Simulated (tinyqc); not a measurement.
Extended Hueckel theory, for BH3, step by step. One step of it, computed by the program tinyqc.

Problem. Wolfsberg-Helmholz matrix. H_ij = K' S_ij (H_ii + H_jj)/2 for i != j (the diagonal keeps H_ii), with K' = K + D^2 + D^4 (1 - K), D = (H_ii - H_jj)/(H_ii + H_jj), K = 2.

overlap S, lower triangle:
```
           1B 2s     1B 2px     1B 2py     1B 2pz     2H 1s     3H 1s     4H 1s
1B 2s   1.000000
1B 2px  0.000000   1.000000
1B 2py  0.000000   0.000000   1.000000
1B 2pz  0.000000   0.000000   0.000000   1.000000
2H 1s   0.513811   0.546943   0.000000  -0.005296  1.000000
3H 1s   0.513732  -0.273409   0.473652  -0.005295  0.108358  1.000000
4H 1s   0.513732  -0.273409  -0.473652  -0.005295  0.108358  0.108304  1.000000
```

diagonal H_ii (eV): 1B 2s -15.200000, 1B 2px -8.500000, 1B 2py -8.500000, 1B 2pz -8.500000, 2H 1s -13.600000, 3H 1s -13.600000, 4H 1s -13.600000

K = 2.000000

Give: H.

Solution.

H (eV), lower triangle:
```
          1B 2s   1B 2px   1B 2py  1B 2pz    2H 1s    3H 1s    4H 1s
1B 2s   -15.200
1B 2px    0.000   -8.500
1B 2py    0.000    0.000   -8.500
1B 2pz    0.000    0.000    0.000  -8.500
2H 1s   -14.821  -12.392    0.000   0.120  -13.600
3H 1s   -14.818    6.195  -10.732   0.120   -2.947  -13.600
4H 1s   -14.818    6.195   10.732   0.120   -2.947   -2.946  -13.600
```
